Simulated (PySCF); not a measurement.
# Stretching SO

Set-up: basis S def2-TZVP, O def2-TZVP; no relativity; PySCF 2.14. Energies in eV from S + O in their ground configurations at the same level. All curves are PBE0. state 1: ³Σ⁻ (triplet), unpaired electrons π ↑↑; state 2: Ms = 0 determinant of mixed spin (⟨S²⟩ near 1.0), unpaired electrons π ↑↓, a mixture of terms (⟨Lz²⟩ = 2.0), a second solution, started from another occupation; state 3: ⁵Π (quintet), unpaired electrons σ ↑, π ↑↑↑, a second solution, started from another occupation.

```tsv
R (Å)	state 1	state 2	state 3
1.275	-3.652	-3.340	7.7390
1.335	-4.670	-4.359	5.7937
1.394	-5.226	-4.917	4.3370
1.438	-5.422	-5.112	3.4787
1.483	-5.473	-5.164	2.7721
1.528	-5.414	-5.105	2.1843
1.587	-5.208	-4.900	1.5445
1.661	-4.809	-4.501	0.9213
1.750	-4.208	-3.900	0.3727
1.869	-3.312	-3.004	-0.1018
```

**Question.** Put a parabola through the three lowest points of the state 1 curve and estimate Re, k and ωe (reduced mass 10.66 u; 1 eV/Å² = 0.16022 mdyn/Å; ωe = 1302.8·√(k/μ) cm⁻¹).

**Answer.** Through R = 1.438, 1.483, 1.528 Å the second-order coefficient is 27.2 eV/Å², so Re ≈ 1.481 Å, k ≈ 8.70 mdyn/Å and ωe ≈ 1177 cm⁻¹. A polynomial fit of higher order to the unrounded PBE0 energies gives Re = 1.480 Å, k = 9.08 mdyn/Å, ωe = 1202 cm⁻¹; anharmonicity and rounding make the difference.

The higher-order fit for each curve: state 1: Re = 1.480 Å, ωe = 1202 cm⁻¹, De = 5.47 eV; state 2: Re = 1.480 Å, ωe = 1202 cm⁻¹, minimum 5.16 eV below the ground-state fragments. State 3 gave no clean fit.

The state is the lowest determinant that a PBE0 search found; another state may lie lower at other levels.
